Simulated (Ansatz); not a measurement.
A calculation on zinc-blende ZnSe returned lattice constant a 5.640 Å, formation enthalpy -0.828 eV/atom.

For reference: lattice constant a 5.668 Å (measured, room temperature, not corrected to a static lattice; as tabulated in Albrecht et al. (1997), arXiv:cond-mat/9706128); formation enthalpy -0.85 eV/atom (measured, 298 K, not corrected to a static lattice; as tabulated in Zhang et al. (2018), doi:10.1038/s41524-018-0065-z).

**Question.** Which level of theory produced these numbers?
A) PBE (Ansatz (an electronic-structure program))
B) HSE06 (Ansatz)
C) LDA (Ansatz)
D) r²SCAN+rVV10 (Ansatz)

**Answer.** D, r²SCAN+rVV10 (Ansatz)

The others give: PBE 5.733 Å, -0.714 eV/atom; HSE06 5.701 Å, -0.876 eV/atom; LDA 5.567 Å, -0.668 eV/atom.

Unless a cell is named, each level is at its own relaxed cell (HSE06 23.16, LDA 21.57, PBE 23.55, r²SCAN+rVV10 22.42 Å³/atom).

Caveats: hybrids on metals are sensitive to the k mesh and can open a false gap (HSE06). Ansatz's density-functional and Hartree–Fock values are scalar-relativistic unless marked +SOC, with PAW data made under PBE.
